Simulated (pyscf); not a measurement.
Thermochemistry of product channels of difluorosilylene (F–Si:–F) [singlet] + F–SiH(F)–F on the singlet surface, in eV, from ωB97M-D3(BJ)/def2-TZVP energies (ideal gas, 1 atm, RRHO with modes under 100 cm⁻¹ raised to 100, one conformer, R ln 2 for chiral ones without a mode under 150 cm⁻¹). Single points on ωB97X-D3(BJ)/def2-SVP structures (PySCF, gas phase).

| products | ΔE | ΔH(298 K) | ΔG(600 K) | ΔG(1200 K) |
|---|---|---|---|---|
| silicon tetrafluoride (F–Si(F)(F)–F) + F–SiH: [singlet] | +0.78 | +0.74 | +0.81 | +0.86 |
| F–SiH(F)–Si(F)(F)–F | -0.92 | -0.86 | +0.08 | +0.93 |

The channel to F–SiH(F)–Si(F)(F)–F turns unfavourable between 298 and 1200 K (ΔG from -0.38 eV to +0.93 eV).

These are energies of the channels, which say nothing of barriers.
